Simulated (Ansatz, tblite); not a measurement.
# The cluster Cu2S: a ladder of methods and basis sets

Aim: run the singlet of the cluster Cu2S at one geometry on many levels, and compare frontier levels, spin and run time.

The runs use Ansatz 0.2.0, Gaussian basis; as each input shows.

Plan: GFN1-xTB, GFN2-xTB, PBE-D4/def2-TZVP, r2SCAN-D4/def2-TZVP, HSE06-D4/def2-TZVP, r2SCAN0-D4/def2-TZVP, CAM-B3LYP-D4/def2-TZVP, PBE-QIDH/def2-TZVP, revPBE-D4/def2-TZVP, PBE-D4/def2-SVP, PBE0-D4/def2-SVP, HF/STO-3G, PBE0-D4/def2-TZVPD, PBE-D4/def2-TZVPD, r2SCAN-D4/def2-TZVPD, CCSD(T)/def2-TZVPP, MP2/def2-TZVP, RPA/def2-TZVP, CCSD(T)/def2-TZVPD.

3 further runs of the same task are left out: 3 set aside as unsound or not needed. Runs told in other sessions of the task aren't counted.

### Step 1. The relaxed structure

The geometry is that of the singlet, from an earlier relaxation (B3LYP-D4/def2-TZVP). At that level it is the lowest of the isomers that a small search found.

3 atoms, charge 0, spin multiplicity 1.

Bond lengths: Cu1–S3 2.121 Å, Cu2–S3 2.121 Å. Angles: Cu1–S3–Cu2 77.3°.

No spin-orbit coupling is included.

PBE0-D4/def2-TZVP was run before; its log isn't repeated, and its numbers join the tables.

### Step 2. GFN1-xTB

Tight binding, by tblite at 300 K electronic temperature and without a spin-polarisation term:

```python
tblite.interface.Calculator('GFN1-xTB', numbers, positions, charge=0, uhf=0).singlepoint()
```

Energy -345.7431 eV, HOMO -11.07 eV, LUMO -8.26 eV; 0.002 s.

### Step 3. GFN2-xTB

Tight binding, by tblite at 300 K electronic temperature and without a spin-polarisation term:

```python
tblite.interface.Calculator('GFN2-xTB', numbers, positions, charge=0, uhf=0).singlepoint()
```

Energy -299.3927 eV, HOMO -8.80 eV, LUMO -6.52 eV; 0.003 s.

### Step 4. PBE-D4/def2-TZVP

start.molden holds the orbitals of an earlier run on this state, given as this run's starting guess.

in.yaml

```yaml
crystal:
  periodic: [false, false, false]
  atoms:
    - {symbol: Cu, position_ang: [0.566577, 1.186038, -0.576570]}
    - {symbol: Cu, position_ang: [0.123745, -0.667226, 1.264757]}
    - {symbol: S, position_ang: [-0.690322, -0.518802, -0.688187]}
basis:
  gaussian: {orbitals: def2-TZVP, initial_orbitals: start.molden}
hamiltonian: {xc: pbe, dispersion: d4}
scf: {omitted_lower_state_checks: [starts]}
output: {orbitals: {seedname: orbitals}}
```

Launch:

```
> ansatz run in.yaml --threads 4 --pin off --events-out ev --progress --plain --max-ram 3916MiB
```

The runs that follow: r2SCAN-D4/def2-TZVP; HSE06-D4/def2-TZVP; r2SCAN0-D4/def2-TZVP; CAM-B3LYP-D4/def2-TZVP; PBE-QIDH/def2-TZVP; revPBE-D4/def2-TZVP; PBE-D4/def2-SVP; PBE0-D4/def2-SVP; HF/STO-3G; PBE0-D4/def2-TZVPD; PBE-D4/def2-TZVPD; r2SCAN-D4/def2-TZVPD; CCSD(T)/def2-TZVPP; MP2/def2-TZVP; RPA/def2-TZVP; CCSD(T)/def2-TZVPD.

**Question.** What will the summary of the whole plan be? Wanted: gap in def2-TZVP, named functionals, smallest and largest; correlation energy, CCSD(T)/def2-TZVPP; correlation energy, MP2/def2-TZVP; correlation energy, CCSD(T)/def2-TZVPD; binding an atom, CCSD(T)/def2-TZVPP; PBE0 total energy, smallest basis above largest.

The runs gave:

```
                                                 quantity                                     value
gap in def2-TZVP, named functionals, smallest and largest  1.32 eV (PBE-D4), 5.35 eV (CAM-B3LYP-D4)
                   correlation energy, CCSD(T)/def2-TZVPP                                 -30.63 eV
                        correlation energy, MP2/def2-TZVP                                 -28.36 eV
                   correlation energy, CCSD(T)/def2-TZVPD                                 -26.61 eV
                      binding an atom, CCSD(T)/def2-TZVPP                                  1.836 eV
          PBE0 total energy, smallest basis above largest           17.25 eV (def2-SVP, def2-TZVPD)
```

In words: Over the named functionals in def2-TZVP the gap runs from 1.32 eV (PBE-D4) to 5.35 eV (CAM-B3LYP-D4); exact exchange widens it. The functionals in def2-TZVP miss CCSD(T)/def2-TZVPP by -0.033 (CAM-B3LYP-D4) to +0.231 eV (PBE-D4) an atom. The reference is CCSD(T) in one finite basis, so it carries an error of its own, often a tenth of an eV or more, and near misses can't be ranked.
